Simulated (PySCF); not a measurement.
CH₃O, SMILES [CH2]O, multiplicity 2.

Geometry optimised at B3LYP-D3(BJ)/def2-TZVP. The isomer is the one that the SMILES or the coordinates give; other isomers of the formula were not compared.

Method: TDA-PBE/def2-TZVPD (PySCF).

Vertical excitations. The molecule is in vacuum.

```csv
state,energy (eV),λ (nm),f,main pairs
root 1,3.18,390,0.002,α HOMO→LUMO 100 %
root 2,4.21,295,0.018,α HOMO→LUMO+1 100 %
root 3,4.99,249,0.001,α HOMO→LUMO+2 100 %
root 4,5.38,230,0.018,α HOMO→LUMO+3 97 %
root 5,5.84,212,0.000,α HOMO→LUMO+4 100 %
root 6,6.34,196,0.004,"α HOMO→LUMO+5 38 %, β HOMO→LUMO 55 %"
root 7,6.52,190,0.006,"α HOMO→LUMO+5 61 %, β HOMO→LUMO 33 %"
root 8,6.61,188,0.040,α HOMO→LUMO+6 96 %
root 9,7.42,167,0.066,β HOMO−1→LUMO 78 %
root 10,7.56,164,0.033,"α HOMO→LUMO+7 89 %, β HOMO→LUMO+1 5 %"
```
Unrestricted roots are not spin-pure.
